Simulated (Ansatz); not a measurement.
CdTeO₃ (P2₁/c, No. 14; cell taken from a computed entry): band gap by level of theory

No measured value is used here.

```tsv
level (code)	value (eV)
LDA (Ansatz)	2.88
PBEsol (Ansatz)	2.90
r²SCAN (Ansatz)	3.32
```

Computed values are for a static lattice. Spin–orbit coupling is included only where a level's name says +SOC; with heavier elements it mostly lowers gaps and can invert bands.  Values are at the PBEsol cell. Cutoffs differ between the levels. Ansatz's density-functional and Hartree–Fock values are scalar-relativistic unless marked +SOC, with PAW data made under PBE.

Ansatz is an electronic-structure program.
